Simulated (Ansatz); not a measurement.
Mulliken charges of C3H5F, SMILES `C/C=C/F` from r2SCAN/def2-TZVPP in Ansatz (PBE0-D4/def2-TZVP geometry).

```
atom   x (Å)   y (Å)   z (Å)  charge (e)
  C1  -0.483   1.042  -0.079      -0.075
  C2   0.191  -0.232  -0.455      -0.119
  C3   0.504  -1.168   0.420       0.110
  F4   1.110  -2.308   0.061      -0.206
  H5  -1.439   1.151  -0.598       0.051
  H6  -0.675   1.091   0.995       0.034
  H7   0.129   1.907  -0.352       0.051
  H8   0.438  -0.404  -1.498       0.079
  H9   0.314  -1.123   1.488       0.074
```

By hand: the dipole of these point charges (1 e Å = 4.8032 D).

Σ q r = (-0.192, 0.374, 0.071) e Å, of length 0.426 e Å = 2.05 D.

How does the dipole of the full density compare? (Best estimate.)

The calculation gave: (-0.154, 0.299, 0.063) e Å, 1.64 D; the point charges give 1.25 times that, at 1° from its direction.

Point charges leave out the atoms' own dipoles, such as those of lone pairs, and Mulliken's split depends on the basis, so the two needn't agree.
